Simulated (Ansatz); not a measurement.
# SiO (singlet): from Hartree-Fock to the top rungs, 6-31G

How much of the correlation energy of SiO (singlet) does each wave-function method recover here?

The runs use Ansatz 0.2.0, Gaussian basis; 6-31G, core rule «outside noble gas», up to 6 orbitals frozen.

Plan: UHF; CCSD(T) on RHF; BCCD(T) on RHF; CISD; CCSDT(Q) on RHF; CISDTQ; CCSDTQ on RHF; CASSCF and MRCISD+Q, 10 electrons in 8 orbitals; CASSCF and NEVPT4(SD), 10 electrons in 8 orbitals; CASSCF and NEVPT2, 10 electrons in 8 orbitals; Full CI.

10 further runs of the same task are left out: 10 set aside as unsound or not needed.

## 1. The geometry

The geometry is an MP2(full)/6-31G* stationary point (not a proven minimum).

2 atoms, charge 0, spin multiplicity 1.

Atoms are counted from 1 here; the program's logs count them from 0.

Bond lengths: Si1–O2 1.542 Å.

Coordinates:

```xyz
2

Si    0.0000    0.0000    0.0000
O     0.0000    0.0000    1.5423
```

In the tables R marks a restricted determinant and U an unrestricted one; 'valence' is the active space of 10 electrons in 8 orbitals; energies count from the table's Hartree-Fock row.

## 2. UHF

Input file in.yaml:

```yaml
crystal:
  periodic: [false, false, false]
  atoms:
    - {symbol: Si, position_ang: [0.000000, 0.000000, 0.000000]}
    - {symbol: O, position_ang: [0.000000, 0.000000, 1.542326]}
basis:
  gaussian: {orbitals: 6-31G}
magnetization: {spin_polarized: true, initial_magnetization: 0}
hamiltonian: {xc: hf}
output: {orbitals: {seedname: orbitals}}
```

Started as:

```console
$ ansatz run in.yaml --threads 1 --pin off --events-out ev --progress --plain --max-ram 3956MiB --backend cpu
```

The program printed:

```text
Functional definition: HF
  name "HF"
  cite "Fock, Z. Phys. 61, 126 (1930) doi:10.1007/BF01340294"
  parent pbe
  exchange = exact_x
  correlation = 0
216 factors; integrals over basis functions are off by at most 1.3e-4 eV
mean field evaluation 1: about -9891.8434 eV, gradient 3.3e1 eV
mean field evaluation 2: about -9891.8832 eV, gradient 3.3e1 eV
mean field evaluation 4: about -9896.8246 eV, gradient 1.2e0 eV
mean field evaluation 8: about -9896.8616 eV, gradient 4.1e-5 eV
mean field evaluation 16: about -9896.0953 eV, gradient 7.5e0 eV
mean field evaluation 32: about -9896.8114 eV, gradient 6.0e-1 eV
mean field -9896.86156348 eV, -363.7029541243 hartree, gradient 9.3e-6 eV, S^2 0.000000; 0 other end points of the search recorded, 0 dependent functions left out
reference -9896.86156348 eV, -363.7029541243 hartree; 11, 11 occupied and 11, 11 virtual orbitals, 216 factors
Total energy: -9896.86156348 eV, -363.7029541243 hartree
```

Run time: 1.3 s. Hardware: 1 thread of AMD EPYC 7R13, shared host.

From the report: ⟨S²⟩ of the determinant 0.000 (pure singlet: 0.00).

The unrestricted search falls back on the restricted solution.

## 3. CCSD(T) on RHF

Input file in.yaml:

```yaml
crystal:
  periodic: [false, false, false]
  atoms:
    - {symbol: Si, position_ang: [0.000000, 0.000000, 0.000000]}
    - {symbol: O, position_ang: [0.000000, 0.000000, 1.542326]}
basis:
  gaussian: {orbitals: 6-31G}
magnetization: {spin_polarized: false}
correlation: {method: ccsd_t, electrons: outside_noble_gas}
```

The command is unchanged.

The program printed (excerpt; [...] marks lines left out):

```text
Functional definition: HF
  name "HF"
  cite "Fock, Z. Phys. 61, 126 (1930) doi:10.1007/BF01340294"
  parent pbe
[...]
216 factors; integrals over basis functions are off by at most 1.3e-4 eV
[...]
mean field -9896.86156348 eV, -363.7029541243 hartree, gradient 2.2e-6 eV, S^2 0.000000; 0 other end points of the search recorded, 0 dependent functions left out
6 core orbitals not correlated: weight in the atoms' cores, before any rotation towards them, 1.000 or more for the frozen orbitals, at most 0.000 for the correlated occupied ones
reference -9896.86156348 eV, -363.7029541243 hartree; 5, 5 occupied and 11, 11 virtual orbitals, 216 factors
second order -5.55321783 eV of doubles, -0.00000000 eV of singles
cycle   1  -4.75285665 eV  change    8.0e-1 eV  update   1.7e-1
[...]
cycle  10  -5.28592060 eV  change    9.7e-6 eV  update   4.9e-6
perturbative correction -0.27607947 eV, -0.0101457335 hartree
Total energy: -9902.42356356 eV, -363.9073538569 hartree
```

It took 0.18 s on 1 thread of AMD EPYC 7R13, shared host.

From the report: correlation -5.5620 eV; T1 0.035; largest double amplitude 0.09.

## 4. BCCD(T) on RHF

Edit in.yaml of step 3 so:

```diff
@@ -8,2 +8,2 @@
 magnetization: {spin_polarized: false}
-correlation: {method: ccsd_t, electrons: outside_noble_gas}
+correlation: {method: bccd_t, electrons: outside_noble_gas}
```

The command is unchanged.

The program printed (excerpt; [...] marks lines left out):

```text
Functional definition: HF
  name "HF"
  cite "Fock, Z. Phys. 61, 126 (1930) doi:10.1007/BF01340294"
  parent pbe
[...]
216 factors; integrals over basis functions are off by at most 1.3e-4 eV
[...]
mean field -9896.86156348 eV, -363.7029541243 hartree, gradient 2.2e-6 eV, S^2 0.000000; 0 other end points of the search recorded, 0 dependent functions left out
6 core orbitals not correlated: weight in the atoms' cores, before any rotation towards them, 1.000 or more for the frozen orbitals, at most 0.000 for the correlated occupied ones
reference -9896.86156348 eV, -363.7029541243 hartree; 5, 5 occupied and 11, 11 virtual orbitals, 216 factors
second order -5.55321783 eV of doubles, -0.00000000 eV of singles
cycle   1  -4.56394115 eV  change    9.9e-1 eV  update   1.7e-1
[...]
cycle  10  -5.21574601 eV  change    4.7e-6 eV  update   7.5e-6
perturbative correction -0.35911646 eV, -0.0131972864 hartree
Total energy: -9902.43642595 eV, -363.9078265412 hartree
```

Wall time 0.21 s (1 thread of AMD EPYC 7R13, shared host).

From the report: correlation -5.5749 eV; largest double amplitude 0.08.

## 5. CISD

Input file in.yaml:

```yaml
crystal:
  periodic: [false, false, false]
  atoms:
    - {symbol: Si, position_ang: [0.000000, 0.000000, 0.000000]}
    - {symbol: O, position_ang: [0.000000, 0.000000, 1.542326]}
basis:
  gaussian: {orbitals: 6-31G}
correlation: {active_space: {ras: {orbitals: [5, 0, 11], electrons: 10, max_holes: 2, max_particles: 2}, fixed_orbitals: true}}
```

Launched as before.

The program printed:

```text
Functional definition: HF
  name "HF"
  cite "Fock, Z. Phys. 61, 126 (1930) doi:10.1007/BF01340294"
  parent pbe
  exchange = exact_x
  correlation = 0
216 factors; integrals over basis functions are off by at most 1.3e-4 eV
mean field evaluation 1: about -9891.9117 eV, gradient 4.6e1 eV
mean field evaluation 2: about -9891.9158 eV, gradient 4.6e1 eV
mean field evaluation 4: about -9896.8459 eV, gradient 1.6e0 eV
mean field evaluation 8: about -9896.8615 eV, gradient 6.7e-2 eV
mean field -9896.86156348 eV, -363.7029541243 hartree, gradient 2.2e-6 eV, S^2 0.000000; 0 other end points of the search recorded, 0 dependent functions left out
reference -9896.86156348 eV, -363.7029541243 hartree; 11, 11 occupied and 11, 11 virtual orbitals, 216 factors
state -9901.78208066 eV, -363.8837797955 hartree
Total energy: -9901.78208066 eV, -363.8837797955 hartree
```

Run time: 0.24 s. Hardware: 1 thread of AMD EPYC 7R13, shared host.

From the report: 1,206 determinants.

## 6. CCSDT(Q) on RHF

Input file in.yaml:

```yaml
crystal:
  periodic: [false, false, false]
  atoms:
    - {symbol: Si, position_ang: [0.000000, 0.000000, 0.000000]}
    - {symbol: O, position_ang: [0.000000, 0.000000, 1.542326]}
basis:
  gaussian: {orbitals: 6-31G}
magnetization: {spin_polarized: false}
correlation: {method: ccsdt_q, electrons: outside_noble_gas}
```

Launched as before.

The program printed (excerpt; [...] marks lines left out):

```text
Functional definition: HF
  name "HF"
  cite "Fock, Z. Phys. 61, 126 (1930) doi:10.1007/BF01340294"
  parent pbe
[...]
393 factors; integrals over basis functions are off by at most 5.2e-8 eV
[...]
mean field -9896.86169928 eV, -363.7029591146 hartree, gradient 2.2e-6 eV, S^2 0.000000; 0 other end points of the search recorded, 0 dependent functions left out
6 core orbitals not correlated: weight in the atoms' cores, before any rotation towards them, 1.000 or more for the frozen orbitals, at most 0.000 for the correlated occupied ones
reference -9896.86169928 eV, -363.7029591146 hartree; 5, 5 occupied and 11, 11 virtual orbitals, 393 factors
second order -5.55329254 eV of doubles, -0.00000000 eV of singles
cycle   1  -4.75290202 eV  change    8.0e-1 eV  update   1.9e-1
[...]
cycle  15  -5.57135261 eV  change   -9.3e-7 eV  update   3.5e-7
perturbative correction -0.03908253 eV, -0.0014362563 hartree
Total energy: -9902.47213442 eV, -363.9091388031 hartree
```

Run time: 0.6 s. Hardware: 1 thread of AMD EPYC 7R13, shared host.

From the report: correlation -5.6104 eV; T1 0.032; largest double amplitude 0.10.

## 7. CISDTQ

Input file in.yaml:

```yaml
crystal:
  periodic: [false, false, false]
  atoms:
    - {symbol: Si, position_ang: [0.000000, 0.000000, 0.000000]}
    - {symbol: O, position_ang: [0.000000, 0.000000, 1.542326]}
basis:
  gaussian: {orbitals: 6-31G}
correlation: {active_space: {ras: {orbitals: [5, 0, 11], electrons: 10, max_holes: 4, max_particles: 4}, fixed_orbitals: true}}
```

The command is unchanged.

The program printed:

```text
Functional definition: HF
  name "HF"
  cite "Fock, Z. Phys. 61, 126 (1930) doi:10.1007/BF01340294"
  parent pbe
  exchange = exact_x
  correlation = 0
216 factors; integrals over basis functions are off by at most 1.3e-4 eV
mean field evaluation 1: about -9891.9117 eV, gradient 4.6e1 eV
mean field evaluation 2: about -9891.9158 eV, gradient 4.6e1 eV
mean field evaluation 4: about -9896.8459 eV, gradient 1.6e0 eV
mean field evaluation 8: about -9896.8615 eV, gradient 6.7e-2 eV
mean field -9896.86156348 eV, -363.7029541243 hartree, gradient 2.2e-6 eV, S^2 0.000000; 0 other end points of the search recorded, 0 dependent functions left out
reference -9896.86156348 eV, -363.7029541243 hartree; 11, 11 occupied and 11, 11 virtual orbitals, 216 factors
state -9902.41182618 eV, -363.9069225163 hartree
Total energy: -9902.41182618 eV, -363.9069225163 hartree
```

It took 1.2 s on 1 thread of AMD EPYC 7R13, shared host.

From the report: 139,540 determinants.

## 8. CCSDTQ on RHF

Input file in.yaml:

```yaml
crystal:
  periodic: [false, false, false]
  atoms:
    - {symbol: Si, position_ang: [0.000000, 0.000000, 0.000000]}
    - {symbol: O, position_ang: [0.000000, 0.000000, 1.542326]}
basis:
  gaussian: {orbitals: 6-31G}
magnetization: {spin_polarized: false}
correlation: {method: ccsdtq, electrons: outside_noble_gas}
```

The command is unchanged.

The program printed (excerpt; [...] marks lines left out):

```text
Functional definition: HF
  name "HF"
  cite "Fock, Z. Phys. 61, 126 (1930) doi:10.1007/BF01340294"
  parent pbe
[...]
393 factors; integrals over basis functions are off by at most 5.2e-8 eV
[...]
mean field -9896.86169928 eV, -363.7029591146 hartree, gradient 2.2e-6 eV, S^2 0.000000; 0 other end points of the search recorded, 0 dependent functions left out
6 core orbitals not correlated: weight in the atoms' cores, before any rotation towards them, 1.000 or more for the frozen orbitals, at most 0.000 for the correlated occupied ones
reference -9896.86169928 eV, -363.7029591146 hartree; 5, 5 occupied and 11, 11 virtual orbitals, 393 factors
second order -5.55329254 eV of doubles, -0.00000000 eV of singles
cycle   1  -4.75290164 eV  change    8.0e-1 eV  update   1.9e-1
[...]
cycle  16  -5.60404925 eV  change   -5.9e-7 eV  update   7.1e-7
Total energy: -9902.46574853 eV, -363.9089041262 hartree
```

Wall time 5 s (1 thread of AMD EPYC 7R13, shared host).

From the report: correlation -5.6040 eV; T1 0.030; largest double amplitude 0.10.

## 9. CASSCF and MRCISD+Q, 10 electrons in 8 orbitals

Input file in.yaml:

```yaml
crystal:
  periodic: [false, false, false]
  atoms:
    - {symbol: Si, position_ang: [0.000000, 0.000000, 0.000000]}
    - {symbol: O, position_ang: [0.000000, 0.000000, 1.542326]}
basis:
  gaussian: {orbitals: 6-31G}
correlation: {method: fic_mrcisd_q, electrons: outside_noble_gas, active_space: {window: {electrons: 10, orbitals: 8}, shells: [{species: O, l: s, shell: 2}, {species: O, l: p, shell: 2}, {species: Si, l: s, shell: 3}, {species: Si, l: p, shell: 3}]}}
```

Same command.

The program printed (excerpt; [...] marks lines left out):

```text
Functional definition: HF
  name "HF"
  cite "Fock, Z. Phys. 61, 126 (1930) doi:10.1007/BF01340294"
  parent pbe
[...]
393 factors; integrals over basis functions are off by at most 5.2e-8 eV
[...]
mean field -9896.86169928 eV, -363.7029591146 hartree, gradient 2.2e-6 eV, S^2 0.000000; 0 other end points of the search recorded, 0 dependent functions left out
reference -9896.86169928 eV, -363.7029591146 hartree; 11, 11 occupied and 11, 11 virtual orbitals, 393 factors
state -9900.50615394 eV, -363.8368903531 hartree
contracted CI cycle   1: correlation 0.00000000 eV, 0.0000000000 hartree, residual 1.18e1 eV
contracted CI cycle   2: correlation -1.69462620 eV, -0.0622763643 hartree, residual 2.96e0 eV
contracted CI cycle   3: correlation -1.80752716 eV, -0.0664253979 hartree, residual 7.97e-1 eV
contracted CI cycle   4: correlation -1.81528324 eV, -0.0667104285 hartree, residual 1.87e-1 eV
contracted CI cycle   5: correlation -1.81574212 eV, -0.0667272920 hartree, residual 5.06e-2 eV
contracted CI cycle   6: correlation -1.81577512 eV, -0.0667285050 hartree, residual 1.55e-2 eV
contracted CI cycle   7: correlation -1.81577816 eV, -0.0667286165 hartree, residual 4.88e-3 eV
contracted CI cycle   8: correlation -1.81577847 eV, -0.0667286280 hartree, residual 1.55e-3 eV
state -9900.50615394 eV, -363.8368903531 hartree; corrected -9902.37710367 eV, -363.9056464877 hartree
Total energy: -9902.37710367 eV, -363.9056464877 hartree
Checks for a lower state left out: starts, orbital_swaps
```

Wall time 1.8 s (1 thread of AMD EPYC 7R13, shared host).

From the report: 792 determinants; active occupations 2.00, 1.99, 1.97, 1.94, 1.94, 0.06, 0.06, 0.03.

## 10. CASSCF and NEVPT4(SD), 10 electrons in 8 orbitals

Input file in.yaml:

```yaml
crystal:
  periodic: [false, false, false]
  atoms:
    - {symbol: Si, position_ang: [0.000000, 0.000000, 0.000000]}
    - {symbol: O, position_ang: [0.000000, 0.000000, 1.542326]}
basis:
  gaussian: {orbitals: 6-31G}
correlation: {method: fic_nevpt4_sd, electrons: outside_noble_gas, active_space: {window: {electrons: 10, orbitals: 8}, shells: [{species: O, l: s, shell: 2}, {species: O, l: p, shell: 2}, {species: Si, l: s, shell: 3}, {species: Si, l: p, shell: 3}]}}
```

Launched as before.

The program printed:

```text
Functional definition: HF
  name "HF"
  cite "Fock, Z. Phys. 61, 126 (1930) doi:10.1007/BF01340294"
  parent pbe
  exchange = exact_x
  correlation = 0
393 factors; integrals over basis functions are off by at most 5.2e-8 eV
mean field evaluation 1: about -9891.9115 eV, gradient 4.6e1 eV
mean field evaluation 2: about -9891.9158 eV, gradient 4.6e1 eV
mean field evaluation 4: about -9896.8461 eV, gradient 1.6e0 eV
mean field evaluation 8: about -9896.8617 eV, gradient 6.7e-2 eV
mean field -9896.86169928 eV, -363.7029591146 hartree, gradient 2.2e-6 eV, S^2 0.000000; 0 other end points of the search recorded, 0 dependent functions left out
reference -9896.86169928 eV, -363.7029591146 hartree; 11, 11 occupied and 11, 11 virtual orbitals, 393 factors
state -9900.50615394 eV, -363.8368903531 hartree
state -9900.50615394 eV, -363.8368903531 hartree; corrected -9902.31821798 eV, -363.9034824783 hartree
Total energy: -9902.31821798 eV, -363.9034824783 hartree
Checks for a lower state left out: starts, orbital_swaps
```

It took 1.7 s on 1 thread of AMD EPYC 7R13, shared host.

From the report: 792 determinants; active occupations 2.00, 1.99, 1.97, 1.94, 1.94, 0.06, 0.06, 0.03.

## 11. CASSCF and NEVPT2, 10 electrons in 8 orbitals

Input file in.yaml:

```yaml
crystal:
  periodic: [false, false, false]
  atoms:
    - {symbol: Si, position_ang: [0.000000, 0.000000, 0.000000]}
    - {symbol: O, position_ang: [0.000000, 0.000000, 1.542326]}
basis:
  gaussian: {orbitals: 6-31G}
correlation: {method: sc_nevpt2, electrons: outside_noble_gas, active_space: {window: {electrons: 10, orbitals: 8}, shells: [{species: O, l: s, shell: 2}, {species: O, l: p, shell: 2}, {species: Si, l: s, shell: 3}, {species: Si, l: p, shell: 3}]}}
```

Same command.

The program printed:

```text
Functional definition: HF
  name "HF"
  cite "Fock, Z. Phys. 61, 126 (1930) doi:10.1007/BF01340294"
  parent pbe
  exchange = exact_x
  correlation = 0
393 factors; integrals over basis functions are off by at most 5.2e-8 eV
mean field evaluation 1: about -9891.9115 eV, gradient 4.6e1 eV
mean field evaluation 2: about -9891.9158 eV, gradient 4.6e1 eV
mean field evaluation 4: about -9896.8461 eV, gradient 1.6e0 eV
mean field evaluation 8: about -9896.8617 eV, gradient 6.7e-2 eV
mean field -9896.86169928 eV, -363.7029591146 hartree, gradient 2.2e-6 eV, S^2 0.000000; 0 other end points of the search recorded, 0 dependent functions left out
reference -9896.86169928 eV, -363.7029591146 hartree; 11, 11 occupied and 11, 11 virtual orbitals, 393 factors
state -9900.50615394 eV, -363.8368903531 hartree
state -9900.50615394 eV, -363.8368903531 hartree; corrected -9901.92487817 eV, -363.8890275068 hartree
Total energy: -9901.92487817 eV, -363.8890275068 hartree
Checks for a lower state left out: starts, orbital_swaps
```

Run time: 1.1 s. Hardware: 1 thread of AMD EPYC 7R13, shared host.

From the report: 792 determinants; active occupations 2.00, 1.99, 1.97, 1.94, 1.94, 0.06, 0.06, 0.03.

## 12. Full CI

Input file in.yaml:

```yaml
crystal:
  periodic: [false, false, false]
  atoms:
    - {symbol: Si, position_ang: [0.000000, 0.000000, 0.000000]}
    - {symbol: O, position_ang: [0.000000, 0.000000, 1.542326]}
basis:
  gaussian: {orbitals: 6-31G}
correlation: {method: fci, electrons: outside_noble_gas}
```

Same command.

The program printed:

```text
Functional definition: HF
  name "HF"
  cite "Fock, Z. Phys. 61, 126 (1930) doi:10.1007/BF01340294"
  parent pbe
  exchange = exact_x
  correlation = 0
393 factors; integrals over basis functions are off by at most 5.2e-8 eV
mean field evaluation 1: about -9891.9115 eV, gradient 4.6e1 eV
mean field evaluation 2: about -9891.9158 eV, gradient 4.6e1 eV
mean field evaluation 4: about -9896.8461 eV, gradient 1.6e0 eV
mean field evaluation 8: about -9896.8617 eV, gradient 6.7e-2 eV
mean field -9896.86169928 eV, -363.7029591146 hartree, gradient 2.2e-6 eV, S^2 0.000000; 0 other end points of the search recorded, 0 dependent functions left out
6 core orbitals not correlated: weight in the atoms' cores, before any rotation towards them, 1.000 or more for the frozen orbitals, at most 0.000 for the correlated occupied ones
reference -9896.86169928 eV, -363.7029591146 hartree; 5, 5 occupied and 11, 11 virtual orbitals, 393 factors
state -9902.46382796 eV, -363.9088335466 hartree
Total energy: -9902.46382796 eV, -363.9088335466 hartree
```

Run time: 22 s. Hardware: 1 thread of AMD EPYC 7R13, shared host; peak memory 0.51 GiB.

From the report: 4,777,056 determinants, symmetry A1.

## 13. Natural occupations

Natural occupations of the FCI state about the gap (report; correlated orbitals 1 to 10): 1.988, 1.967, 1.944, 1.924, 1.924, 0.084, 0.084, 0.037, 0.014, 0.009. The count of effectively unpaired electrons, Σ n²(2 − n)², is 0.12; a single determinant of this spin has 0.

## 14. All levels against the top one

The yardstick is full CI for this spin, exact in this basis with these frozen cores. Rows without a time come out of other runs: HF, MP2 and CCSD of CCSD(T), CCSDT of CCSDT(Q), CASSCF and MRCISD of the multireference runs.

Differences are taken before rounding.

```csv
method,energy from the lowest RHF (meV),from FCI (meV),time
RHF,0.0,+5602.3,
RMP2,-5553.2,+49.0,
CISD,-4920.5,+681.7,0.24 s
RCCSD,-5285.9,+316.3,
RCCSD(T),-5562.0,+40.3,0.18 s
BCCD(T),-5574.9,+27.4,0.21 s
RCCSDT,-5571.5,+30.8,
CISDTQ,-5550.3,+52.0,1.2 s
RCCSDT(Q),-5610.6,-8.3,0.6 s
RCCSDTQ,-5604.2,-1.9,5 s
CASSCF valence,-3644.6,+1957.7,
NEVPT2 valence,-5063.3,+538.9,1.1 s
NEVPT4(SD) valence,-5456.7,+145.6,1.7 s
MRCISD valence,-5460.4,+141.9,
MRCISD+Q valence,-5515.5,+86.7,1.8 s
FCI,-5602.3,0,22 s
```

Among the levels timed on like hardware and quicker than the yardstick, those that no quicker one beats, quickest first: RCCSD(T) (0.18 s, +40.3 meV); BCCD(T) (0.21 s, +27.4 meV); RCCSDT(Q) (0.6 s, -8.3 meV); RCCSDTQ (5 s, -1.9 meV).

With the free atoms at the same levels and basis (separate runs), the atomisation energy is 5.938 eV at FCI, 5.901 eV at RCCSD(T), 2.564 eV at RHF.

## 15. Summary of results

| quantity | value |
| --- | --- |
| FCI below the RHF energy | -5.6023 eV |
| RMP2 from FCI | +49.0 meV |
| RCCSD from FCI | +316.3 meV |
| RCCSD(T) from FCI | +40.3 meV |
| RCCSDT(Q) from FCI | -8.3 meV |
| NEVPT2 valence from FCI | +538.9 meV |
| NEVPT4(SD) valence from FCI | +145.6 meV |
| MRCISD+Q valence from FCI | +86.7 meV |
| levels within 1 kcal/mol (43 meV) | RCCSD(T), BCCD(T), RCCSDT, RCCSDT(Q), RCCSDTQ |
| T1 diagnostic | 0.035 |
| effectively unpaired electrons | 0.12 |

RCCSD(T) lands +40.3 meV from the yardstick (0.7 % of the correlation energy). RCCSDT(Q) falls below full CI, which methods that aren't variational can do. One determinant dominates. Of the multireference levels listed MRCISD+Q valence comes nearest in total energy (+86.7 meV), which doesn't show that its space is the better one. These misses are within one basis, not against nature.

For cost: RCCSDTQ gets within 1.9 meV in 5 s, where FCI took 22 s; the quickest level in the cost chart, RCCSD(T), takes 0.18 s and misses by 40.3 meV.
